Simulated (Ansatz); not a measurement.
**Cost against result**

Saddle point of Si₂H₅Cl, closed shell (Si₂H₅Cl ([SiH3][SiH2][Cl]) → SiH₃Cl ([SiH3][Cl]) + SiH₂ (still joined by a long Si–Cl bond); bonds formed: Si1–Cl3; bonds broken: Si1–Si2; bonds weakened to dative contacts: Si2–Cl3), PBE0-D4/def2-TZVP structure:

```xyz
8
angstrom
Si -0.4037 -0.2387 1.1332
Si 0.0401 0.6264 -1.3428
Cl 1.2901 -0.9384 -0.1105
H -0.1090 -0.2413 -2.5643
H 1.2197 1.4716 -1.7437
H -1.7436 -0.7099 0.7193
H -0.2929 1.1483 1.6352
H -0.0007 -1.1180 2.2739
```

Barriers are electronic and count from the start structure reached by relaxing down the imaginary mode.

Ansatz 0.2.0; basis: as named in each row; cores frozen in the correlated methods. B3LYP uses VWN-RPA correlation. Extrapolation: Hartree–Fock as exp(−7.88 √X), correlation as X^−2.97.

Times are rough, for one single point on 2 threads of a shared host (Arm Neoverse V1).

The estimate by CCSD(T) at an estimated basis limit (MP2 extrapolated from triple and quadruple zeta, plus CCSD(T) − MP2 in triple zeta) is 51.99 kcal/mol.

```
      method       basis  time (s)  barrier (kcal/mol)  method less estimate
          HF      STO-3G   under 1               83.07                 31.08
      PBE-D4      STO-3G   under 1               68.48                 16.49
       SPW92    def2-SVP   under 1               46.03                 -5.96
      PBE-D4    def2-SVP   under 1               47.23                 -4.76
    B3LYP-D4       6-31G   under 1               56.29                  4.30
     PBE0-D4    def2-SVP         1               50.70                 -1.29
       SPW92  def2-TZVPP         1               45.57                 -6.42
     CCSD(T)    def2-SVP         2               53.48                  1.49
      PBE-D4  def2-TZVPP         2               46.61                 -5.38
     BLYP-D4  def2-TZVPP         2               47.48                 -4.51
    BHLYP-D4  def2-TZVPP         3               54.38                  2.39
    B3LYP-D4  def2-TZVPP         3               50.51                 -1.48
CAM-B3LYP-D4  def2-TZVPP         3               53.16                  1.17
     PBE0-D4  def2-TZVPP         3               50.21                 -1.78
  RPA on PBE  def2-TZVPP         4               49.56                 -2.43
   r2SCAN-D4  def2-TZVPP         5               50.73                 -1.26
     wB97M-V    def2-SVP         6               49.15                 -2.84
      B2PLYP  def2-TZVPP         6               52.19                  0.20
  r2SCAN0-D4  def2-TZVPP         6               52.41                  0.42
    PBE-QIDH  def2-TZVPP         6               52.98                  0.99
     wB97X-V  def2-TZVPP         9               53.58                  1.59
      B97M-V  def2-TZVPP        11               50.68                 -1.31
     wB97M-V  def2-TZVPP        11               49.04                 -2.95
         MP2  def2-QZVPP        17               52.44                  0.45
     CCSD(T)  def2-TZVPP        41               51.94                 -0.05
```

All methods are single points on the PBE0-D4 structures.

T1 diagnostic: at most 0.013.

Losses and insertions of silylenes and their heavier kin drive the gas-phase chemistry of silicon and germanium vapour deposition.

Labels in which every atom is bracketed show which atoms are joined, not bond orders.
